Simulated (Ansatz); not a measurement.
# CH5BN, SMILES B[N]C: a ladder of basis sets

Program: the Python package of Ansatz (0.2.0).

The cells in order, each with its output:

**Cell 1**
```python
import ansatz as az
```

**Cell 2**
```python
ch5bn = (
    az.Crystal.molecule()
    .atom("B", (-0.3229, 0.9649, -0.8466))
    .atom("N", (0.8227, 0.2803, -0.2498))
    .atom("C", (0.3293, -0.7714, 0.6318))
    .atom("H", (-1.0615, 0.4372, -1.5496))
    .atom("H", (-0.5129, 2.1599, -0.6896))
    .atom("H", (-0.2394, -0.3329, 1.4789))
    .atom("H", (1.2708, -1.2818, 1.0875))
    .atom("H", (-0.194, -1.5134, 0.0817))
)
```

**Cell 3**
```python
job = (
    ch5bn.calculation()
    .correlation("mp2", electrons="all")
    .spin("collinear", total=1)
    .scf(lower_state_search="standard")
)
```

**Cell 4**
```python
energies = {}
for basis in ["cc-pVDZ", "cc-pVTZ"]:
    r = job.basis(gaussian=basis).run(threads=1).report
    size = r["n_frozen"] + r["n_occupied"][0] + r["n_virtual"][0]
    energies[basis] = (r["reference_energy_ev"] / 27.211386246, r["free_energy_ev"] / 27.211386246)
    print(f"{basis:14s} {size:4d} orbitals  reference {energies[basis][0]:14.6f} Ha  total {energies[basis][1]:14.6f} Ha")
```
Output:
```text
cc-pVDZ          67 orbitals  reference    -119.866468 Ha  total    -120.235493 Ha
cc-pVTZ         160 orbitals  reference    -119.901184 Ha  total    -120.393257 Ha
```

**Cell 5**
```python
# correlation energy at the basis limit from E(X) = E + A / X^3
small, large = (energies[b][1] - energies[b][0] for b in ("cc-pVDZ", "cc-pVTZ"))
limit = (3 ** 3 * large - 2 ** 3 * small) / (3 ** 3 - 2 ** 3)
print(f"correlation energy: {small:.6f} and {large:.6f} Ha, extrapolated {limit:.6f} Ha")
print(f"share caught by the larger set: {100 * large / limit:.1f} %")
```
Output:
```text
correlation energy: -0.369026 and -0.492074 Ha, extrapolated -0.543883 Ha
share caught by the larger set: 90.5 %
```

Against cc-pVDZ: cc-pVTZ -157.8 mHa. The last step alone is -157.76 mHa. From the first set to the last the time grows from 0.8 to 3.8 s.

The settings weren't tested for convergence. The geometry is a force-field or estimated start, not a minimum of this method, and the last set is no limit. Much of the fall in a total is atomic energy, which cancels in bond and reaction energies. The run takes the species as open-shell (spin multiplicity 2), which needn't be its ground state. An extrapolation from small basis sets is rough. The whole script took 5.1 s on 1 thread of Intel(R) Xeon(R) Platinum 8259CL CPU @ 2.50GHz (Skylake/Cascade Lake), with other jobs on the host, peak memory 0.32 GiB.
